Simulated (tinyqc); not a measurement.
Worked calculation (part 1 of 2): RHF in the sto-3g basis, for H2O, spin multiplicity 1. Computed by tinyqc, a small Python program that keeps every step (integrals from PySCF). Settings: charge = 0, multiplicity = 1, basis = sto-3g, energy threshold = 1e-08, iteration cap = 78, orthogonalisation = symmetric, start = core, DIIS depth = 3, method = RHF. Command: `OMP_NUM_THREADS=1 python tinyqc.py 22458 22459 out.jsonl` (the two numbers bound the seeds that draw the settings). One thread of a shared host (Intel(R) Xeon(R) Processor @ 2.60GHz), about 0.06 s of CPU time with the checks. Later iterations appear only in the table of the cycle.

## One-electron integrals

Geometry (angstrom):

| atom | x | y | z |
|---|---|---|---|
| O | 0.000000 | 0.000000 | 0.000000 |
| H | 0.000000 | 0.790000 | 0.593000 |
| H | 0.000000 | -0.821000 | 0.616000 |

Basis sto-3g: exponents (1/bohr^2) and contraction coefficients of normalised primitives:

| element | l (shell) | exponent | coefficient |
|---|---|---|---|
| O | s (1) | 130.709320 | 0.154329 |
| O | s (1) | 23.808861 | 0.535328 |
| O | s (1) | 6.443608 | 0.444635 |
| O | s (2) | 5.033151 | -0.099967 |
| O | s (2) | 1.169596 | 0.399513 |
| O | s (2) | 0.380389 | 0.700115 |
| O | p (3) | 5.033151 | 0.155916 |
| O | p (3) | 1.169596 | 0.607684 |
| O | p (3) | 0.380389 | 0.391957 |
| H | s (1) | 3.425251 | 0.154329 |
| H | s (1) | 0.623914 | 0.535328 |
| H | s (1) | 0.168855 | 0.444635 |

Overlap, kinetic and nuclear-attraction integrals over the contracted functions; the nuclear repulsion is the sum of Za Zb / Rab.

nuclear repulsion = 8.73867693 hartree

overlap S, lower triangle:
```
           1O 1s     1O 2s    1O 2px     1O 2py    1O 2pz     2H 1s     3H 1s
1O 1s   1.000000
1O 2s   0.236704  1.000000
1O 2px  0.000000  0.000000  1.000000
1O 2py  0.000000  0.000000  0.000000   1.000000
1O 2pz  0.000000  0.000000  0.000000   0.000000  1.000000
2H 1s   0.050190  0.454942  0.000000   0.306002  0.229695  1.000000
3H 1s   0.045776  0.430532  0.000000  -0.294751  0.221153  0.218457  1.000000
```

kinetic energy T (hartree), lower triangle:
```
            1O 1s     1O 2s    1O 2px     1O 2py    1O 2pz     2H 1s     3H 1s
1O 1s   29.003200
1O 2s   -0.168011  0.808128
1O 2px   0.000000  0.000000  2.528731
1O 2py   0.000000  0.000000  0.000000   2.528731
1O 2pz   0.000000  0.000000  0.000000   0.000000  2.528731
2H 1s   -0.004456  0.114407  0.000000   0.208943  0.156840  0.760032
3H 1s   -0.006348  0.097901  0.000000  -0.187037  0.140335  0.001775  0.760032
```

nuclear attraction V (hartree), lower triangle:
```
             1O 1s       1O 2s     1O 2px      1O 2py      1O 2pz      2H 1s      3H 1s
1O 1s   -61.669734
1O 2s    -7.431921  -10.092979
1O 2px    0.000000    0.000000  -9.945400
1O 2py   -0.000859   -0.008749   0.000000  -10.087954
1O 2pz   -0.016853   -0.201439   0.000000   -0.004789  -10.025689
2H 1s    -1.619827   -3.655366   0.000000   -2.185088   -1.701398  -5.701770
3H 1s    -1.475307   -3.417502   0.000000    2.069275   -1.612665  -1.362753  -5.564511
```

core Hamiltonian H = T + V (hartree), lower triangle:
```
             1O 1s      1O 2s     1O 2px     1O 2py     1O 2pz      2H 1s      3H 1s
1O 1s   -32.666534
1O 2s    -7.599932  -9.284851
1O 2px    0.000000   0.000000  -7.416669
1O 2py   -0.000859  -0.008749   0.000000  -7.559223
1O 2pz   -0.016853  -0.201439   0.000000  -0.004789  -7.496957
2H 1s    -1.624284  -3.540959   0.000000  -1.976145  -1.544559  -4.941738
3H 1s    -1.481654  -3.319602   0.000000   1.882239  -1.472330  -1.360977  -4.804479
```

## Two-electron integrals

Functions are numbered as in S; the eight-fold symmetry (ij|kl) = (ji|kl) = (kl|ij) leaves the list below.

Two-electron integrals (ij|kl) in chemists' order, unique and non-zero (hartree):
```
(11|11) 4.785065    (21|11) 0.741380    (21|21) 0.136873    (22|11) 1.118947
(22|21) 0.256633    (22|22) 0.817206    (31|31) 0.024477    (32|31) 0.037809
(32|32) 0.180518    (33|11) 1.115814    (33|21) 0.256684    (33|22) 0.817023
(33|33) 0.880159    (41|41) 0.024477    (42|41) 0.037809    (42|42) 0.180518
(43|43) 0.047444    (44|11) 1.115814    (44|21) 0.256684    (44|22) 0.817023
(44|33) 0.785270    (44|44) 0.880159    (51|51) 0.024477    (52|51) 0.037809
(52|52) 0.180518    (53|53) 0.047444    (54|54) 0.047444    (55|11) 1.115814
(55|21) 0.256684    (55|22) 0.817023    (55|33) 0.785270    (55|44) 0.785270
(55|55) 0.880159    (61|11) 0.159596    (61|21) 0.029211    (61|22) 0.054399
(61|33) 0.054295    (61|41) 0.001077    (61|42) 0.002014    (61|44) 0.054500
(61|51) 0.000809    (61|52) 0.001512    (61|54) 0.000154    (61|55) 0.054410
(61|61) 0.006315    (62|11) 0.382774    (62|21) 0.088866    (62|22) 0.312666
(62|33) 0.307401    (62|41) 0.005328    (62|42) 0.040463    (62|44) 0.317315
(62|51) 0.003999    (62|52) 0.030373    (62|54) 0.007442    (62|55) 0.312987
(62|61) 0.019326    (62|62) 0.147298    (63|31) 0.009365    (63|32) 0.054274
(63|43) 0.008437    (63|53) 0.006333    (63|63) 0.021154    (64|11) 0.218572
(64|21) 0.051408    (64|22) 0.193155    (64|33) 0.184363    (64|41) 0.012070
(64|42) 0.077990    (64|44) 0.207178    (64|51) 0.002031    (64|52) 0.017802
(64|54) 0.010793    (64|55) 0.187710    (64|61) 0.011681    (64|62) 0.110528
(64|64) 0.103147    (65|11) 0.164067    (65|21) 0.038588    (65|22) 0.144989
(65|33) 0.138389    (65|41) 0.002031    (65|42) 0.017802    (65|44) 0.142848
(65|51) 0.010889    (65|52) 0.067637    (65|54) 0.011785    (65|55) 0.153568
(65|61) 0.008768    (65|62) 0.082966    (65|64) 0.061546    (65|65) 0.067353
(66|11) 0.517794    (66|21) 0.122169    (66|22) 0.492392    (66|33) 0.472406
(66|41) 0.009611    (66|42) 0.100143    (66|44) 0.510365    (66|51) 0.007214
(66|52) 0.075171    (66|54) 0.028493    (66|55) 0.493794    (66|61) 0.026815
(66|62) 0.290104    (66|64) 0.248578    (66|65) 0.186591    (66|66) 0.774606
(71|11) 0.145405    (71|21) 0.026622    (71|22) 0.049609    (71|33) 0.049512
(71|41) -0.000983   (71|42) -0.001842   (71|44) 0.049702    (71|51) 0.000738
(71|52) 0.001382    (71|54) -0.000142   (71|55) 0.049619    (71|61) 0.005664
(71|62) 0.017056    (71|64) 0.009409    (71|65) 0.007745    (71|66) 0.023389
(71|71) 0.005246    (72|11) 0.357635    (72|21) 0.083070    (72|22) 0.293341
(72|33) 0.288325    (72|41) -0.004993   (72|42) -0.038315   (72|44) 0.297773
(72|51) 0.003746    (72|52) 0.028748    (72|54) -0.007089   (72|55) 0.293644
(72|61) 0.017482    (72|62) 0.112069    (72|64) 0.057845    (72|65) 0.061491
(72|66) 0.181531    (72|71) 0.016478    (72|72) 0.130924    (73|31) 0.008644
(73|32) 0.050496    (73|43) -0.007938   (73|53) 0.005956    (73|63) 0.015439
(73|73) 0.018548    (74|11) -0.207348   (74|21) -0.048780   (74|22) -0.183923
(74|33) -0.175598   (74|41) 0.011211    (74|42) 0.073211    (74|44) -0.197163
(74|51) -0.001926   (74|52) -0.017043   (74|54) 0.010224    (74|55) -0.178801
(74|61) -0.009804   (74|62) -0.059105   (74|64) -0.015563   (74|65) -0.031694
(74|66) -0.085137   (74|71) -0.010099   (74|72) -0.099715   (74|74) 0.093616
(75|11) 0.155574    (75|21) 0.036600    (75|22) 0.137998    (75|33) 0.131752
(75|41) -0.001926   (75|42) -0.017043   (75|44) 0.136021    (75|51) 0.010089
(75|52) 0.063283    (75|54) -0.011141   (75|55) 0.146067    (75|61) 0.008045
(75|62) 0.062102    (75|64) 0.031367    (75|65) 0.048993    (75|66) 0.110123
(75|71) 0.007577    (75|72) 0.074817    (75|74) -0.056324   (75|75) 0.060808
(76|11) 0.135727    (76|21) 0.031798    (76|22) 0.121300    (76|33) 0.118531
(76|41) -0.000024   (76|42) -0.000288   (76|44) 0.121004    (76|51) 0.002266
(76|52) 0.020427    (76|54) -0.000077   (76|55) 0.124233    (76|61) 0.006838
(76|62) 0.056239    (76|64) 0.036318    (76|65) 0.035659    (76|66) 0.113532
(76|71) 0.006240    (76|72) 0.053388    (76|74) -0.035308   (76|75) 0.034254
(76|76) 0.026447    (77|11) 0.500748    (77|21) 0.118201    (77|22) 0.479017
(77|33) 0.459718    (77|41) -0.009116   (77|42) -0.096740   (77|44) 0.496377
(77|51) 0.006839    (77|52) 0.072585    (77|54) -0.027505   (77|55) 0.480356
(77|61) 0.024818    (77|62) 0.188394    (77|64) 0.086510    (77|65) 0.113053
(77|66) 0.323987    (77|71) 0.023650    (77|72) 0.270411    (77|74) -0.235083
(77|75) 0.176384    (77|76) 0.113532    (77|77) 0.774606
```

## Orthogonalisation

S = U s U^T; symmetric (Loewdin) form X = U s^(-1/2) U^T, so that X^T S X = 1.

eigenvalues of S: 0.372716  0.454392  0.887158  1.000000  1.093606  1.329128  1.862999

X, lower triangle:
```
            1O 1s      1O 2s    1O 2px     1O 2py     1O 2pz      2H 1s     3H 1s
1O 1s    1.024013
1O 2s   -0.141016   1.212104
1O 2px   0.000000   0.000000  1.000000
1O 2py  -0.000589   0.008859  0.000000   1.100215
1O 2pz  -0.009092   0.094740  0.000000   0.003793   1.047201
2H 1s    0.021610  -0.281790  0.000000  -0.218721  -0.139582   1.189184
3H 1s    0.020550  -0.255590  0.000000   0.206145  -0.129135  -0.076949  1.166741
```

## Starting guess

The start is the orbitals of the core Hamiltonian; D = 2 C_occ C_occ^T.

D at the start, lower triangle:
```
            1O 1s      1O 2s    1O 2px     1O 2py     1O 2pz     2H 1s     3H 1s
1O 1s    2.133036
1O 2s   -0.593501   2.641303
1O 2px   0.000000   0.000000  2.000000
1O 2py  -0.003676   0.026402  0.000000   2.342298
1O 2pz  -0.049016   0.295880  0.000000   0.012490   2.162477
2H 1s    0.082555  -0.364836  0.000000  -0.365762  -0.235185  0.123850
3H 1s    0.076119  -0.333733  0.000000   0.343121  -0.219158  0.009123  0.109181
```

## Iteration 1: building the Fock matrix

J_ij = sum D_kl (ij|kl), K_ij = sum D_kl (ik|jl); F = H + J - 0.5 K; E = tr D H + tr D J / 2 - 0.25 tr D K + E_nn.

Coulomb J (hartree), lower triangle:
```
            1O 1s      1O 2s    1O 2px     1O 2py    1O 2pz     2H 1s     3H 1s
1O 1s   18.744504
1O 2s    3.578369   8.867059
1O 2px   0.000000   0.000000  8.863578
1O 2py   0.000237  -0.000523  0.000000   8.855873
1O 2pz   0.004132  -0.004436  0.000000  -0.000524  8.858350
2H 1s    0.763627   3.284946  0.000000   1.986101  1.487974  4.950000
3H 1s    0.696082   3.079405  0.000000  -1.890802  1.415621  1.242906  4.811868
```

exchange K (hartree), lower triangle:
```
           1O 1s      1O 2s    1O 2px     1O 2py    1O 2pz     2H 1s     3H 1s
1O 1s   9.856136
1O 2s   1.723614   2.875235
1O 2px  0.000000   0.000000  2.375454
1O 2py  0.000094  -0.000372  0.000000   2.367441
1O 2pz  0.001551   0.001995  0.000000  -0.001008  2.368571
2H 1s   0.386302   0.932593  0.000000   0.419945  0.314193  0.461499
3H 1s   0.352842   0.870417  0.000000  -0.398603  0.297246  0.259648  0.408425
```

Fock matrix F (hartree), lower triangle:
```
             1O 1s      1O 2s    1O 2px     1O 2py     1O 2pz      2H 1s      3H 1s
1O 1s   -18.850098
1O 2s    -4.883370  -1.855409
1O 2px    0.000000   0.000000  0.259182
1O 2py   -0.000669  -0.009087  0.000000   0.112930
1O 2pz   -0.013497  -0.206872  0.000000  -0.004809   0.177108
2H 1s    -1.053808  -0.722310  0.000000  -0.200017  -0.213681  -0.222488
3H 1s    -0.961993  -0.675405  0.000000   0.190738  -0.205333  -0.247896  -0.196824
```

total energy of this density = -73.25841821 hartree

## Iteration 1: diagonalisation and new density

Diagonalise F' = X^T F X, C = X C', fill 5 alpha and 5 beta electrons from the bottom; D = 2 C_occ C_occ^T. Each column has its largest component positive (the first on a tie).

F' = X^T F X (hartree), lower triangle:
```
            1          2         3          4          5          6         7
1  -18.472149
2   -2.639295  -0.763102
3    0.000000   0.000000  0.259182
4   -0.000577   0.003991  0.000000   0.322828
5   -0.023428  -0.052471  0.000000   0.002047   0.275758
6   -0.163118  -0.398301  0.000000  -0.332630  -0.232067   0.204999
7   -0.137036  -0.362836  0.000000   0.315557  -0.216467  -0.087109  0.180106
```

orbital energies (hartree): MO1 -18.861590, MO2 -0.737867, MO3 -0.157479, MO4 0.129061, MO5 0.259182, MO6 0.612102, MO7 0.764212

coefficients C:
```
              MO1        MO2        MO3        MO4       MO5        MO6        MO7
1O 1s    0.993136  -0.225531   0.001489  -0.140284  0.000000   0.110182  -0.021352
1O 2s    0.030298   0.789329  -0.009612   0.693666  0.000000  -0.717582   0.150733
1O 2px   0.000000   0.000000   0.000000   0.000000  1.000000   0.000000   0.000000
1O 2py   0.000270   0.009180   0.541815  -0.013765  0.000000   0.156147   0.991303
1O 2pz   0.003768   0.192909  -0.001625  -0.664626  0.000000  -0.803824   0.129501
2H 1s   -0.006696   0.193809   0.482015  -0.361199  0.000000   0.611124  -0.890726
3H 1s   -0.006174   0.181512  -0.508742  -0.365941  0.000000   0.819961   0.627753
```

D after iteration 1, lower triangle:
```
            1O 1s      1O 2s    1O 2px     1O 2py    1O 2pz      2H 1s     3H 1s
1O 1s    2.113729
1O 2s   -0.490506   2.210445
1O 2px   0.000000   0.000000  2.000000
1O 2py   0.001871  -0.015004  0.000000   0.587674
1O 2pz   0.106937  -0.617259  0.000000   0.020079  0.957916
2H 1s    0.002057  -0.204817  0.000000   0.535824  0.553282   0.800821
3H 1s    0.007021  -0.211731  0.000000  -0.537885  0.558066  -0.155647  0.851433
```

## Iteration 2: building the Fock matrix

As before.

Coulomb J (hartree), lower triangle:
```
            1O 1s      1O 2s    1O 2px     1O 2py    1O 2pz     2H 1s     3H 1s
1O 1s   17.122322
1O 2s    3.218782   8.048956
1O 2px   0.000000   0.000000  8.059127
1O 2py  -0.000206  -0.002228  0.000000   8.035243
1O 2pz  -0.006198   0.059173  0.000000   0.002453  8.028437
2H 1s    0.686937   3.087486  0.000000   1.907638  1.460004  5.040634
3H 1s    0.626181   2.900709  0.000000  -1.822848  1.392438  1.214688  4.946198
```

exchange K (hartree), lower triangle:
```
           1O 1s      1O 2s    1O 2px     1O 2py    1O 2pz     2H 1s     3H 1s
1O 1s   9.767518
1O 2s   1.636179   2.578041
1O 2px  0.000000   0.000000  2.263030
1O 2py  0.000258   0.001105  0.000000   1.633149
1O 2pz  0.008091  -0.107906  0.000000   0.026047  1.773282
2H 1s   0.364551   1.071235  0.000000   0.670074  0.552630  1.324723
3H 1s   0.333013   1.011449  0.000000  -0.653347  0.536898  0.379420  1.303803
```

Fock matrix F (hartree), lower triangle:
```
             1O 1s      1O 2s     1O 2px     1O 2py     1O 2pz      2H 1s      3H 1s
1O 1s   -20.427971
1O 2s    -5.199239  -2.524916
1O 2px    0.000000   0.000000  -0.489057
1O 2py   -0.001194  -0.011530   0.000000  -0.340554
1O 2pz   -0.027097  -0.088312   0.000000  -0.015360  -0.355161
2H 1s    -1.119623  -0.989091   0.000000  -0.403544  -0.360870  -0.563465
3H 1s    -1.021980  -0.924617   0.000000   0.386064  -0.348342  -0.335999  -0.510182
```

total energy of this density = -74.92812347 hartree

## Iteration 2: DIIS over 2 matrices

error matrix X^T (FDS - SDF) X:
```
           1          2         3          4          5          6          7
1   0.000000  -0.017106  0.000000  -0.000950  -0.021099   0.025578   0.023767
2   0.017106   0.000000  0.000000   0.004854  -0.095465   0.012786   0.015295
3   0.000000   0.000000  0.000000   0.000000   0.000000   0.000000   0.000000
4   0.000950  -0.004854  0.000000   0.000000   0.001123  -0.132701   0.144293
5   0.021099   0.095465  0.000000  -0.001123   0.000000  -0.113233  -0.127830
6  -0.025578  -0.012786  0.000000   0.132701   0.113233   0.000000   0.002940
7  -0.023767  -0.015295  0.000000  -0.144293   0.127830  -0.002940   0.000000
```

B (overlaps of the stored error matrices):
```
                1               2
1   3.7764342e+00  -5.7018152e-01
2  -5.7018152e-01   1.5818853e-01
```

Minimise |sum c_i e_i|^2 with sum c_i = 1: solve [B -1; -1 0][c; lambda] = [0; -1] with B_ij = tr e_i^T e_j, and take F = sum c_i F_i.

DIIS coefficients: 0.143522  0.856478

extrapolated F (hartree), lower triangle:
```
             1O 1s      1O 2s     1O 2px     1O 2py     1O 2pz      2H 1s      3H 1s
1O 1s   -20.201512
1O 2s    -5.153905  -2.428827
1O 2px    0.000000   0.000000  -0.381669
1O 2py   -0.001118  -0.011179   0.000000  -0.275469
1O 2pz   -0.025145  -0.105328   0.000000  -0.013845  -0.278769
2H 1s    -1.110177  -0.950802   0.000000  -0.374334  -0.339745  -0.514528
3H 1s    -1.013370  -0.888850   0.000000   0.358031  -0.327817  -0.323355  -0.465208
```

## Iteration 2: diagonalisation and new density

As before.

F' = X^T F X (hartree), lower triangle:
```
            1          2          3          4          5          6         7
1  -19.824326
2   -2.685642  -1.279165
3    0.000000   0.000000  -0.381669
4   -0.000798   0.003658   0.000000  -0.006146
5   -0.051177   0.101179   0.000000  -0.006301  -0.140553
6   -0.166211  -0.474316   0.000000  -0.438165  -0.316933   0.017834
7   -0.139433  -0.435725   0.000000   0.421697  -0.302747  -0.089887  0.011181
```

orbital energies (hartree): MO1 -20.210143, MO2 -1.231645, MO3 -0.561391, MO4 -0.413234, MO5 -0.381669, MO6 0.533110, MO7 0.662126

coefficients C:
```
              MO1        MO2        MO3        MO4       MO5        MO6        MO7
1O 1s    0.994229  -0.238816   0.009082   0.097596  0.000000   0.118251  -0.018596
1O 2s    0.025657   0.874453  -0.047631  -0.516866  0.000000  -0.768242   0.133886
1O 2px   0.000000   0.000000   0.000000   0.000000  1.000000   0.000000   0.000000
1O 2py   0.000266   0.011776   0.609242  -0.025325  0.000000   0.120449   0.956262
1O 2pz   0.003708   0.106696   0.036509   0.752273  0.000000  -0.743448   0.102480
2H 1s   -0.005703   0.145201   0.449220   0.294670  0.000000   0.659857  -0.906708
3H 1s   -0.005229   0.129014  -0.432195   0.344068  0.000000   0.841078   0.680342
```

D after iteration 2, lower triangle:
```
            1O 1s      1O 2s    1O 2px     1O 2py    1O 2pz      2H 1s     3H 1s
1O 1s    2.110263
1O 2s   -0.468402   2.069492
1O 2px   0.000000   0.000000  2.000000
1O 2py   0.001028  -0.011250  0.000000   0.743911
1O 2pz   0.103912  -0.594335  0.000000   0.008898  1.157290
2H 1s   -0.015017  -0.093753  0.000000   0.535859  0.507088   0.619490
3H 1s   -0.012710  -0.089137  0.000000  -0.541014  0.513600  -0.148003  0.643696
```

## Iteration 8 (converged): orbitals

converged F (hartree), lower triangle:
```
             1O 1s      1O 2s     1O 2px     1O 2py     1O 2pz      2H 1s      3H 1s
1O 1s   -20.237153
1O 2s    -5.162555  -2.429667
1O 2px    0.000000   0.000000  -0.387382
1O 2py   -0.000837  -0.009714   0.000000  -0.286077
1O 2pz   -0.027935  -0.104570   0.000000  -0.009800  -0.320941
2H 1s    -1.112106  -0.970413   0.000000  -0.393444  -0.350813  -0.537691
3H 1s    -1.015168  -0.910395   0.000000   0.380387  -0.340531  -0.329491  -0.491369
```

As before.

F' = X^T F X (hartree), lower triangle:
```
            1          2          3          4          5          6         7
1  -19.859102
2   -2.692842  -1.255012
3    0.000000   0.000000  -0.387382
4   -0.000697   0.005473   0.000000  -0.001257
5   -0.055114   0.110901   0.000000  -0.002072  -0.179958
6   -0.163578  -0.496844   0.000000  -0.460819  -0.324395   0.011451
7   -0.136571  -0.459096   0.000000   0.445248  -0.310424  -0.089597  0.002067
```

orbital energies (hartree): MO1 -20.245786, MO2 -1.243072, MO3 -0.594844, MO4 -0.442793, MO5 -0.387382, MO6 0.551658, MO7 0.693025

coefficients C:
```
              MO1        MO2        MO3        MO4       MO5        MO6        MO7
1O 1s    0.994240  -0.234922   0.006514   0.099183  0.000000   0.124409  -0.020040
1O 2s    0.025610   0.851896  -0.035088  -0.513850  0.000000  -0.794461   0.141574
1O 2px   0.000000   0.000000   0.000000   0.000000  1.000000   0.000000   0.000000
1O 2py   0.000248   0.009636   0.602564  -0.014727  0.000000   0.126713   0.959922
1O 2pz   0.003842   0.111580   0.021056   0.771182  0.000000  -0.723128   0.106386
2H 1s   -0.005692   0.162030   0.449422   0.280780  0.000000   0.660200  -0.907914
3H 1s   -0.005226   0.147797  -0.444580   0.309692  0.000000   0.852045   0.671353
```

D after iteration 8, lower triangle:
```
            1O 1s      1O 2s    1O 2px     1O 2py    1O 2pz      2H 1s     3H 1s
1O 1s    2.107163
1O 2s   -0.451722   1.983310
1O 2px   0.000000   0.000000  2.000000
1O 2py   0.000894  -0.010722  0.000000   0.726786
1O 2pz   0.108464  -0.603715  0.000000   0.004813  1.215260
2H 1s   -0.025895  -0.044322  0.000000   0.536460  0.488106   0.614207
3H 1s   -0.024193  -0.035523  0.000000  -0.542051  0.491877  -0.177743  0.630863
```
